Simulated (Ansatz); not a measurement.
# C6H8: the cost of one run

Program: Ansatz 0.2.0 through its Python package. Level of theory: MP2/def2-SVP. These are calculated values, not measurements.

## Step 1: The structure

The script builds its own geometries from the SMILES C#CCC(=C)C.

The script holds or builds the structure itself.

## Step 2: The script

c6h8_conformers.py reads:

```python
"""Rank force-field conformers of C6H8 by single points."""

import logging
import sys

import ansatz as az
from rdkit import Chem
from rdkit.Chem import AllChem

logging.basicConfig(stream=sys.stdout, format="%(levelname)s:%(name)s:%(message)s")
log = logging.getLogger("ansatz_job")
log.setLevel(logging.INFO)

params = {
    "basis": "def2-SVP",
    "method": "mp2",
}

rd = Chem.AddHs(Chem.MolFromSmiles("C#CCC(=C)C"))
ids = list(AllChem.EmbedMultipleConfs(rd, numConfs=20, randomSeed=388, pruneRmsThresh=0.4))
field = [energy for _, energy in AllChem.MMFFOptimizeMoleculeConfs(rd)]
distinct = {round(e, 2): i for i, e in zip(ids, field)}
chosen = sorted(distinct.items())[:3]
found = []
for force_field, index in chosen:
    c6h8 = az.Crystal.molecule()
    for atom, xyz in zip(rd.GetAtoms(), rd.GetConformer(index).GetPositions()):
        c6h8 = c6h8.atom(atom.GetSymbol(), xyz.round(5).tolist())
    model = (
        c6h8.calculation()
        .basis(gaussian=params["basis"])
        .correlation(params["method"])
    )
    found.append(model.run(threads=1).report["free_energy_ev"])
log.info("conformer   MMFF (kcal/mol)   this level (kJ/mol)")
for (force_field, index), e in zip(chosen, found):
    log.info(f"{index:9d} {force_field - chosen[0][0]:17.2f} {96.485332 * (e - min(found)):17.3f}")
```

## Step 3: The input behind the calls

The engine receives this input (first run):

```yaml
crystal:
  periodic: [false, false, false]
  atoms:
    - { symbol: C, position_ang: [2.61166, -1.07686, -0.12535] }
    - { symbol: C, position_ang: [1.747, -0.35713, 0.29577] }
    - { symbol: C, position_ang: [0.69396, 0.5273, 0.81633] }
    - { symbol: C, position_ang: [-0.57303, 0.38924, 0.00468] }
    - { symbol: C, position_ang: [-1.00952, 1.36784, -0.80711] }
    - { symbol: C, position_ang: [-1.34842, -0.88784, 0.18024] }
    - { symbol: H, position_ang: [3.37667, -1.71527, -0.50287] }
    - { symbol: H, position_ang: [1.05281, 1.56368, 0.80033] }
    - { symbol: H, position_ang: [0.483, 0.29164, 1.86601] }
    - { symbol: H, position_ang: [-1.92711, 1.26582, -1.37886] }
    - { symbol: H, position_ang: [-0.4561, 2.2942, -0.92966] }
    - { symbol: H, position_ang: [-1.61012, -1.03111, 1.2337] }
    - { symbol: H, position_ang: [-2.28102, -0.88326, -0.39418] }
    - { symbol: H, position_ang: [-0.75978, -1.74826, -0.15298] }
basis:
  gaussian:
    orbitals: def2-SVP
correlation:
  method: mp2
```

## Step 4: Launch

On the command line:

```sh
$ python c6h8_conformers.py
```

What time and memory should one allow on 1 thread of Arm Neoverse V2, shared host?

About 6.7 s, with a peak of 0.36 GiB.
